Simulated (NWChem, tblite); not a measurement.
## AlH3S (SMILES [AlH2][SH]): methods side by side

The species is AlH3S (5 atoms), meant as a singlet with charge 0. As SMILES, `[AlH2][SH]`. The coordinates come from a PBE0-D4/def2-TZVP relaxation.

Each level gives the dipole moment (D). The values are calculated.

```json
{"level": "GFN1-xTB", "kind": "semi-empirical", "program": "tblite", "value (D)": "1.45", "CPU time": "under 2 s"}
{"level": "HF/def2-TZVP", "kind": "Hartree–Fock", "program": "NWChem", "value (D)": "1.15", "CPU time": "35 s"}
{"level": "SVWN5/def2-TZVP", "kind": "LDA", "program": "NWChem", "value (D)": "0.94", "CPU time": "31 s"}
{"level": "TPSS/def2-TZVP", "kind": "meta-GGA", "program": "NWChem", "value (D)": "0.91", "CPU time": "19 s"}
{"level": "r2SCAN/def2-TZVP", "kind": "meta-GGA", "program": "NWChem", "value (D)": "0.96", "CPU time": "18 s"}
{"level": "M06-2X/def2-TZVP", "kind": "hybrid meta-GGA", "program": "NWChem", "value (D)": "1.05", "CPU time": "16 s"}
{"level": "wB97X/def2-TZVP", "kind": "range-separated hybrid", "program": "NWChem", "value (D)": "1.07", "CPU time": "53 s"}
```

The values span 0.91 to 1.45 D. Magnitudes only: a small dipole may point the other way at some levels. Times are those of the runs behind each value, whatever else they computed, on shared processors of several kinds: orders of magnitude only.
